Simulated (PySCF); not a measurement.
# PH2 (SMILES [PH2]) at UCISD/6-31G

What is the energy change on altering one bond length of PH2 at UCISD/6-31G? 

The calculation is run with PySCF 2.14.0.

13 further runs of the same task are left out: 2 that didn't finish, 11 set aside as unsound or not needed.

### 1 The molecule

PH2 has 3 atoms, charge 0, and is taken as a doublet. As SMILES, `[PH2]`. Geometry: relaxed at GFN2-xTB.

Bond lengths: P1–H2 1.392 Å, P1–H3 1.392 Å. Angles: H2–P1–H3 91.4°.

### 2 The energy at UCISD/6-31G

input.py reads:

```python
from pyscf import gto, ci

mol = gto.Mole()
mol.atom = '''
P      0.514470    -0.302750     0.252680
H      0.111510     1.027360     0.172420
H     -0.625980    -0.724620    -0.425100
'''
mol.verbose = 3
mol.max_memory = 1860
mol.basis = '6-31g'
mol.spin = 1
mol.charge = 0
mol.build()

mf = mol.UHF()
mf.conv_tol = 1e-10
mf.kernel()
if not mf.converged:
    mf = mf.newton().run(mf.mo_coeff, mf.mo_occ)

cisd = ci.CISD(mf, frozen=5)
cisd.kernel()
energy = cisd.e_tot
print('E(%s) = %.9f' % ('CISD', energy))
```

Started as:

```bash
$ OMP_NUM_THREADS=1 python input.py
```

Output:

```text
converged SCF energy = -341.809554959783  <S^2> = 0.75716321  2S+1 = 2.0071504
E(UCISD) = -341.8708059956772  E_corr = -0.06125103589452094
E(CISD) = -341.870805996
```

Wall time 0.66 s (1 thread of Intel Xeon Platinum 8488C (Sapphire Rapids), shared host); peak memory 0.12 GiB.

### 3 The distorted shape

input.xyz reads:

```xyz
3
H2P
P      1.084717    -0.091807     0.591583
H      0.681757     1.238303     0.511323
H     -0.625980    -0.724620    -0.425100
```

input.py reads:

```python
from pyscf import gto, scf, ci

mol = gto.Mole()
mol.atom = 'input.xyz'
mol.max_memory = 1860
mol.basis = '6-31g'
mol.spin = 1
mol.verbose = 3
mol.charge = 0
mol.build()

myscf = scf.UHF(mol)
myscf.conv_tol = 1e-10
myscf.kernel()
if not myscf.converged:
    myscf = myscf.newton().run(myscf.mo_coeff, myscf.mo_occ)

cisd = ci.CISD(myscf, frozen=5)
cisd.kernel()
e_final = cisd.e_tot
print('Final energy', e_final)
```

Started as:

```bash
$ OMP_NUM_THREADS=1 python input.py
```

Output:

```text
converged SCF energy = -341.742010313717  <S^2> = 0.80504083  2S+1 = 2.0543036
E(UCISD) = -341.8234254653917  E_corr = -0.08141515167490718
Final energy -341.82342546539167
```

It took 0.62 s on 1 thread of Intel Xeon Platinum 8488C (Sapphire Rapids), shared host; peak memory 0.1 GiB.

### 4 Results

At UCISD/6-31G, 5 core orbitals frozen:

```
                                                                   quantity          value
                                                  first shape: total energy  -341.87081 Eh
                          first shape: dipole moment (Hartree–Fock density)         1.25 D
    first shape: HOMO energy (Hartree–Fock orbitals) (highest over α and β)      -10.28 eV
     first shape: LUMO energy (Hartree–Fock orbitals) (lowest over α and β)        0.83 eV
                   first shape: correlation energy (5 core orbitals frozen)      -61.3 mEh
                             first shape: ⟨S²⟩ of the reference determinant          0.757
                                              distorted shape: total energy  -341.82343 Eh
                      distorted shape: dipole moment (Hartree–Fock density)         1.10 D
distorted shape: HOMO energy (Hartree–Fock orbitals) (highest over α and β)      -10.09 eV
 distorted shape: LUMO energy (Hartree–Fock orbitals) (lowest over α and β)        0.50 eV
               distorted shape: correlation energy (5 core orbitals frozen)      -81.4 mEh
                         distorted shape: ⟨S²⟩ of the reference determinant          0.805
          energy change with the P1–H3 bond stretched from 1.392 to 2.088 Å       1.289 eV
```

With the P1–H3 bond stretched from 1.392 to 2.088 Å the energy rises by 1.29 eV (30 kcal/mol). The first shape isn't relaxed at this level, so the change isn't measured from a minimum.
